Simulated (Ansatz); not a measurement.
# FHNSi: the cost of one run

Program: Ansatz 0.2.0, Gaussian basis. Level of theory: def2-TZVPP, core rule «outside noble gas», up to 7 orbitals frozen. These are calculated values, not measurements.

Plan: UHF; ROHF; CCSD(T) on UHF.

**1. The geometry**

The geometry is a PBE0/def2-TZVP stationary point (not a proven minimum) of the parent state, kept for this charge and spin.

4 atoms, charge 0, spin multiplicity 2.

Atoms are counted from 1 here; the program's logs count them from 0.

Bond lengths: F1–Si3 1.600 Å, N2–Si3 1.831 Å, Si3–H4 1.500 Å. Angles: F1–Si3–N2 105.3°, F1–Si3–H4 106.8°, N2–Si3–H4 106.4°.

**2. UHF**

Contents of in.yaml:

```yaml
crystal:
  periodic: [false, false, false]
  atoms:
    - {symbol: F, position_ang: [0.072839, -0.480480, 1.191357]}
    - {symbol: N, position_ang: [0.078200, -0.504380, -1.538768]}
    - {symbol: Si, position_ang: [-0.125489, 0.523752, -0.037976]}
    - {symbol: H, position_ang: [1.037026, 1.471534, -0.014144]}
basis:
  gaussian: {orbitals: def2-TZVPP}
magnetization: {spin_polarized: true, initial_magnetization: 1}
hamiltonian: {xc: hf}
output: {orbitals: {seedname: orbitals}}
```

The run is started by

```sh
ansatz run in.yaml --threads 1 --pin off --events-out ev --progress --plain --max-ram 4096MiB --backend cpu
```

**Question.** How long does this run take on 1 thread of AMD EPYC 7R13, shared host, and how much memory does it need?

About 12 s, with a peak of 0.28 GiB.
